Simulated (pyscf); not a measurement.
Four-centre exchange: HO–SiH₂–OH (SMILES O[SiH2]O) + H₂ (SMILES [H][H]) → HO–SiH₂–OH (SMILES O[SiH2]O) + H₂ (SMILES [H][H])

Gas phase, singlet surface, charge 0. Bonds broken: Si2–H5, H8–H9. Bonds formed: Si2–H8, H5–H9. Single points on ωB97X-D3(BJ)/def2-SVP structures (PySCF, gas phase).

Transition state (Å):

```xyz
9

O      0.7960    -0.1118    -0.4246
Si    -0.2473     0.1055     0.8398
O     -1.6125    -0.7767     1.1440
H      0.4490     0.1280    -1.2917
H     -1.2252     1.1586    -0.2158
H      0.6075    -0.3013     1.9798
H     -2.3375    -0.6418     0.5227
H     -0.2329     1.6993     1.5374
H     -0.7712     1.6805     0.7033
```

One imaginary mode, 1509i cm⁻¹; descent along it reached the two sides named.

```
bond    change  reactant side (Å)  saddle  product side
------  ------  -----------------  ------  ------------
Si2–H5  breaks              1.497   1.783           3.3
H8–H9   breaks              0.760   0.993           4.8
Si2–H8   forms                4.0   1.740         1.494
H5–H9    forms                2.7   1.150         0.761
```

Electronic energies relative to the separated reactants (kJ/mol):

```tsv
level	barrier	reaction energy	reverse barrier
ωB97X-D3(BJ)/def2-TZVP	248.6	0.0	248.6
PBE/def2-TZVP	213.5	0.0	213.5
r²SCAN/def2-TZVP	224.3	0.0	224.3
B3LYP-D3(BJ)/def2-TZVP	243.7	0.0	243.7
PBE0-D3(BJ)/def2-TZVP	225.5	0.0	225.5
M06-2X/def2-TZVP	258.8	0.0	258.8
ωB97M-D3(BJ)/def2-TZVP	244.3	0.0	244.3
HF/def2-TZVP	318.9	0.0	318.9
```

With ωB97M-D3(BJ)/def2-TZVP energies and thermal terms (ideal gas, 1 atm, RRHO with modes under 100 cm⁻¹ raised to 100, one conformer, R ln 2 for chiral ones without a mode under 150 cm⁻¹), in kJ/mol:

```csv
T (K),ΔH‡,ΔG‡,ΔH,ΔG
298,247.6,285.7,0.0,0.0
600,243.0,326.4,0.0,0.0
900,241.8,368.4,0.0,0.0
1200,242.5,410.6,0.0,0.0
```

At the saddle there is also a short H–Si contact that neither side keeps. One saddle was located; it need not be the lowest between these sides.
